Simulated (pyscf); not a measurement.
Optimised with ωB97X-D3(BJ)/def2-SVP in PySCF.

Estimate by transition-state theory the rate constant of HO–Si(OH)(F)–O–SiH₃ + hydrogen fluoride (HF) -> HO–Si(OH)(F)–F + silanol (HO–SiH₃) (singlet surface; O–Si, F–H broken, F–Si, H–O formed) at 298 K, with ωB97M-D3(BJ)/def2-TZVP energies (ideal gas, 1 atm, RRHO with modes under 100 cm⁻¹ raised to 100, one conformer, R ln 2 for rigid chiral ones; no tunnelling).

The electronic barrier is 15.3 kcal/mol and the thermal terms add +11.3, so ΔG‡ = 26.7 kcal/mol. With k_BT/h = 6.21e+12 s⁻¹ and RT = 0.592 kcal/mol, and a volume of 4.06e-20 cm³ per molecule at 1 atm, k = 7.2e-27 cm³ molecule⁻¹ s⁻¹. Wigner's tunnelling factor for 756i cm⁻¹ would be 1.55, likely too low at so high a frequency. A shift of 1 kcal/mol in the barrier changes k by a factor 5.4. On the reactant side the descent ends in a complex, 8.0 kcal/mol under the separated species and 23.7 kcal/mol under the saddle at ωB97X-D3(BJ)/def2-TZVP. On the product side the descent ends in an adduct with a O–Si contact (not fully relaxed), 0.9 kcal/mol under the separated species and 20.0 kcal/mol under the saddle at ωB97X-D3(BJ)/def2-TZVP. What is counted as broken (O–Si) persists as a longer contact in the product adduct; parting that adduct is a step of its own. This is the saddle that the search found; another between the same sides may lie lower.
